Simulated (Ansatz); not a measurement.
# H5PSi: the cost of one run

Program: Ansatz 0.2.0. Level of theory: RKS r2SCAN/def2-SVP. These are calculated values, not measurements.

**1. The system as given**

Bond lengths: Si1–P2 2.234 Å, Si1–H3 1.462 Å, Si1–H4 1.462 Å, Si1–H5 1.465 Å, P2–H6 1.383 Å, P2–H7 1.383 Å. Angles: Si1–P2–H6 95.7°, Si1–P2–H7 95.8°, H6–P2–H7 92.2°, P2–Si1–H3 106.9°, P2–Si1–H4 106.8°, P2–Si1–H5 113.1°, H3–Si1–H4 111.1°, H3–Si1–H5 109.5°, H4–Si1–H5 109.5°.

Structure file:

```xyz
7

Si   -0.6408   -0.3615   -0.3959
P     1.0613   -0.0091    1.0077
H    -1.8255   -0.6029    0.4263
H    -0.2989   -1.5443   -1.1846
H    -0.8905    0.7689   -1.2937
H     0.6647    1.2602    1.3871
H     1.9298    0.4888    0.0531
```

**2. End point A**

Input file input.yaml:

```yaml
crystal:
  periodic: [false, false, false]
  atoms:
    - { symbol: Si, position_ang: [-0.64083, -0.36155, -0.39592] }
    - { symbol: P, position_ang: [1.06131, -0.00912, 1.00768] }
    - { symbol: H, position_ang: [-1.8255, -0.60294, 0.42634] }
    - { symbol: H, position_ang: [-0.29892, -1.54433, -1.18463] }
    - { symbol: H, position_ang: [-0.89051, 0.76891, -1.29366] }
    - { symbol: H, position_ang: [0.66468, 1.26024, 1.38712] }
    - { symbol: H, position_ang: [1.92976, 0.48879, 0.05306] }
basis:
  gaussian: { orbitals: def2-SVP }
hamiltonian:
  xc: r2scan
relax:
  f_tol: 0.015
  max_steps: 40
```

Started as:

```console
$ ansatz run input.yaml --threads 1 --pin off --max-ram 2048MiB --backend cpu --events-out ev --progress --plain --runs-dir out
```

What time and memory should one allow on 1 thread of Arm Neoverse V2, shared host?

About 11 s, with a peak of 0.12 GiB.
